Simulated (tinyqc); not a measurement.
Worked calculation: UKS/PBE in the sto-6g basis, for LiH+, spin multiplicity 2. Computed by tinyqc, a small Python program that keeps every step (integrals from PySCF). Settings: charge = 1, multiplicity = 2, basis = sto-6g, energy threshold = 1e-08, iteration cap = 79, orthogonalisation = symmetric, start = core, DIIS depth = 0, damping = 0.3, method = UKS, functional = pbe,pbe, grid = [15, 26]. Command: `OMP_NUM_THREADS=1 python tinyqc.py 27936 27937 out.jsonl` (the two numbers bound the seeds that draw the settings). One thread of a shared host (Intel(R) Xeon(R) Processor @ 2.60GHz), about 2 s of CPU time with the checks.

Geometry (angstrom):
```
atom,x,y,z
Li,0.0000,0.0000,0.0000
H,0.0000,0.0000,2.7040
```

Stop when the energy changes by less than 1e-08 hartree and every element of the error matrix X^T (F D S - S D F) X (for each spin) is below 3e-05.

Course of the cycle:
```
iteration,E (hartree),change,largest element of the error matrix
1,-7.529285,-,1.35e-01
2,-7.684743,-1.55e-01,3.30e-02
3,-7.716812,-3.21e-02,7.71e-03
4,-7.726200,-9.39e-03,2.70e-03
5,-7.729022,-2.82e-03,9.22e-04
6,-7.729869,-8.47e-04,2.96e-04
7,-7.730124,-2.54e-04,9.40e-05
8,-7.730200,-7.63e-05,2.97e-05
9,-7.730223,-2.29e-05,9.41e-06
10,-7.730230,-6.87e-06,2.99e-06
11,-7.730232,-2.06e-06,9.49e-07
12,-7.730232,-6.18e-07,3.02e-07
13,-7.730232,-1.85e-07,9.65e-08
14,-7.730232,-5.56e-08,4.11e-08
15,-7.730232,-1.67e-08,1.75e-08
16,-7.730232,-5.01e-09,7.45e-09
```

Can the last value be used, and what does the course show?

Yes. Converged in 16 iterations. The coarse grid moves the energy by -7.16e-03 hartree. PySCF UKS in the same basis, fine grid, after a stability check = -7.723070 hartree, which differs from a converged run on this coarse grid by the grid error.
